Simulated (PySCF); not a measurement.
Coordinates in bohr (charge 0 multiplicity 1):
```
B     0.0000    0.0000    1.2129
O     0.0000    0.0000   -1.0509
H     0.0000    0.0000    3.4290
```

Level of theory: PBE0 in PySCF with B def2-TZVP, O def2-TZVP, H def2-TZVP; no relativity; density-fitted integrals.

This geometry of HBO is a stationary point at this level.

(1) What is the point group?

(2) Is it a minimum?

(3) What are the dipole moment and the gap between the highest occupied and lowest empty levels?

(4) Give the ideal-gas entropy at 298.15 K and 1 bar by parts.

(5) What is the atomisation energy, with and without zero-point energy?

Results:

(1) C∞v.

(2) Yes: all harmonic wavenumbers are real.

(3) 2.76 D and 10.43 eV.

(4) translation 150.4, rotation 50.4, vibration 1.9, spin 0.0; total 202.7 J/(mol K).

(5) 1289 kJ/mol without, 1251 kJ/mol with.

Only a few start shapes were tried, so a lower isomer may exist.
